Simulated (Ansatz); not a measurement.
# [H···H···Cl], doublet: transfer scan

Starting geometry:

```xyz
3

H     0.0000    0.0000   -1.1410
H     0.0000    0.0000   -0.3960
Cl    0.0000    0.0000    1.5370
```

From there H2 is moved from one fragment to the other while all else, the fragments' distance too, stays fixed, so the hump isn't the reaction's barrier; atoms are numbered as listed. Energies are in eV, counted from the starting geometry at the same level.

Basis cc-pVTZ; Ansatz 0.2.0. Only valence electrons are correlated (noble-gas cores frozen). Prefix R: restricted or restricted open-shell reference; prefix U: unrestricted. Active spaces: valence = (9e, 6o) chosen from the atoms' valence shells.

For open shells CISD is restricted-active-space CI with the open shells as a complete middle space. Runs in a small pair space aren't shown, since their orbitals change along the scan.

Full CI isn't at hand for all of this; UCCSDT(Q) serves as the reference, and is uncertain by about the last step of the cluster series. The frozen core follows each run's orbitals, which can shift R against U totals by a few meV.

```tsv
distance H1-H2 (Å)	UCCSDT(Q)	error UHF	error CISD	error RCCSD(T)	error UCCSD(T)	error NEVPT2 (valence space)	error MRCISD+Q (valence space)
0.693	0.045	-0.045	-0.017	-0.001	-0.001	0.006	-0.004
0.745	0.000	0.000	0.000	0.000	0.000	0.000	0.000
0.828	0.090	0.085	0.036	0.002	0.002	-0.013	0.006
0.912	0.268	0.177	0.086	0.004	0.004	-0.034	0.010
0.995	0.425	0.248	0.136	0.005	0.007	-0.064	0.012
1.078	0.489	0.273	0.149	0.005	0.007	-0.098	0.014
1.161	0.439	0.247	0.116	0.005	0.005	-0.127	0.015
1.245	0.311	0.186	0.064	0.003	0.003	-0.148	0.014
1.328	0.187	0.117	0.025	0.000	0.000	-0.163	0.009
```

Errors are those of relative energies. In total energy the starting point itself misses UCCSDT(Q) by: UHF 6.370, CISD 0.550, RCCSD(T) 0.025, UCCSD(T) 0.025, NEVPT2 (valence space) 1.511, MRCISD+Q (valence space) 0.070 eV.

Spread of the error over the points with a reference, to 1.328 Å (largest less smallest): RCCSD(T) 0.006, UCCSD(T) 0.008, MRCISD+Q (valence space) 0.019, CISD 0.166, NEVPT2 (valence space) 0.169, UHF 0.318 eV.
